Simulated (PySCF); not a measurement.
## Static response to an electric field

Species: C₃H₂O₂.
Geometry (GFN2-xTB, Å), atoms numbered from 1 in this order:
```
atom  x, y, z in Å
C1     1.9107    0.1419   -0.0382
C2     0.7310   -0.0425    0.0758
C3    -0.6750   -0.3278    0.2237
O4    -1.1303   -1.4225    0.4190
O5    -1.4177    0.7800    0.1155
H6     2.9423    0.3124   -0.1423
H7    -2.3577    0.5634    0.2190
```

Level: CAM-B3LYP/def2-SVPD (PySCF), static field, nuclei fixed, core orbitals frozen in the response. The polarisability tensor in these axes (au):

```
x   59.01  4.23 -2.99
y    4.23 38.42 -1.97
z   -2.99 -1.97 27.72
```

Give the principal values, the mean and the anisotropy Δα = √{½[(α1 − α2)² + (α2 − α3)² + (α1 − α3)²]}.

Principal values 27.21, 37.76 and 60.18 au; mean 41.72 au = 6.18 Å³ = 6.88 × 10⁻⁴⁰ C²·m²/J; Δα = 29.17 au (70 % of the mean).

What is the dipole moment, and where does it point?

(0.63, 1.71, -0.30) D, 1.84 D in size, pointing from the negative to the positive side. Measured along this direction, the outermost atoms are O4 at the negative end and H6 at the positive end.

How large is μ²/3kT at 350 K beside α?

In Gaussian units μ²/3kT = 23.46 Å³ against 6.18 Å³, a ratio of 3.79; the Debye molar polarisation (4π/3)N_A(α + μ²/3kT) is 74.8 cm³/mol, leaving out the vibrational part.

In TDDFT the mean static polarisability is Σ f/ω² over all singlet excitations (ω in hartree). How much of it do the 8 lowest give? Their energies (eV) and oscillator strengths: 4.97, 0.0000; 5.85, 0.0000; 6.17, 0.0697; 7.06, 0.0002; 7.56, 0.0475; 8.12, 0.0295; 8.58, 0.0297; 8.62, 0.1285.

They add up to 3.89 au, 9.3 % of the 41.72 au; the largest single term is 1.36 au, from the state at 6.17 eV. Terms in order: 0.00, 0.00, 1.36, 0.00, 0.62, 0.33, 0.30, 1.28 au. Higher excitations give the rest. The strengths listed sum to 0.305.

Directions of the eigenvectors, and the extent of the frame along each?

Largest value along (0.97, 0.20, -0.10), where the nuclei span 5.15 Å; middle along (-0.21, 0.97, -0.13), 2.23 Å; least along (0.07, 0.15, 0.99), 0.00 Å. The response follows the extents in order.

What would n − 1 = 2πNα be for an ideal gas of these molecules at 273.15 K and 1 atm, electronic part alone?

N = p/kT = 2.6868 × 10¹⁹ cm⁻³, so n − 1 = 2π × N × 6.18 × 10⁻²⁴ cm³ = 1044 × 10⁻⁶ at long wavelengths, for an ideal gas.

Traceless (Buckingham) quadrupole moment about the centre of nuclear charge: eigenvalues?

-11.31, -3.00, 14.32 D·Å. The values depend on the origin, since the dipole doesn't vanish. The electronic extent ⟨r²⟩ about the same centre is 376 bohr², a root-mean-square distance of 1.71 Å for the 36 electrons.

One conformer (not necessarily the lowest) at the GFN2-xTB geometry, without solvent, vibrations or thermal averaging.

These values come from a run that also computed excited states. Time: 9.6 s wall. Hardware: Arm Neoverse V1, one thread (shared host).
